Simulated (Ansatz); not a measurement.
**Band transport in BiN**

The calculation used Ansatz 0.2.0, DFT PBE, scalar-relativistic, plane waves, PAW. Settings: 420 eV plane-wave cutoff, Γ-centred 12×12×12 mesh, Gaussian smearing of 0.02 eV. No spin polarisation.

The cell, relaxed at this level:
```
CELL_PARAMETERS angstrom
0.00000 2.57266 2.57266
2.57266 0.00000 2.57266
2.57266 2.57266 0.00000
ATOMIC_POSITIONS crystal
Bi 0.00000 0.00000 0.00000
N 0.50000 0.50000 0.50000
```

The cell was built by swapping an element in a database structure (itself possibly hypothetical) and relaxing; it need not be the stable form of this composition. Spin–orbit coupling is left out, which matters for heavy elements.

Constant relaxation time and rigid bands. The levels are interpolated over the whole zone and filled by a Fermi function at the stated temperature, with the chemical potential set by the electron count. The Kohn–Sham gap on the mesh is 0.17 eV and isn't corrected.

Q: Give the Drude plasma energies, the density of states at the chemical potential and σ/τ at 300 K.

A:
* Plasma energy xx, yy, zz: 1.49, 1.49, 1.49 eV
* Density of states (thermally broadened): 0.08 states/eV/cell
* Conductivity over τ, xx, yy, zz: 0.5, 0.5, 0.5 ×10²⁰ (Ω·m·s)⁻¹

Q: And the Seebeck coefficient (μV/K)?

A:
| T (K) | Sxx | Syy | Szz |
| --- | --- | --- | --- |
| 300 | -0.4 | -0.4 | -0.4 |
| 600 | 8.6 | 8.6 | 8.6 |
| 900 | 13.8 | 13.8 | 13.8 |